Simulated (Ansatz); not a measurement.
System: CH3NO, charge 0, triplet. This triplet is an excited state, 4.2 eV above the singlet at CCSD(T)/cc-pVQZ (Ansatz, an electronic-structure program). CH3NO (parent SMILES NC=O, triplet).
B3LYP-D3(BJ)/def2-TZVP minimum from Ansatz:
```xyz
6

N     -1.0367     0.2181    -0.2196
C      0.3781     0.4532    -0.1840
O      0.8638    -0.5720     0.4852
H     -1.3470    -0.5330    -0.8361
H     -1.4231     0.0917     0.7090
H      0.8477     0.7720    -1.1136
```
Charge 0, spin multiplicity 3.

Total energies in aug-cc-pVDZ, 18 correlated electrons, 3 frozen orbitals. UHF or UKS for unpaired electrons; spin-orbit terms are left out. Correlated methods leave the cores frozen. No relativity. The spin of CH3NO (parent SMILES NC=O, triplet) was assumed, and the state is the lowest solution found for it.

```tsv
method	program	energy (Eh)	minus CCSDT(Q) (mEh)
HF	Ansatz	-168.85075	514.67
MP2	Ansatz	-169.30534	60.07
CCSD	Ansatz	-169.34474	20.67
CCSD(T)	Ansatz	-169.36210	3.32
CCSDT(Q)	Ansatz	-169.36541	0.00
```

Rough core times of Ansatz's runs on a shared machine: CCSD(T) 50 s, CCSDT(Q) 3 h.
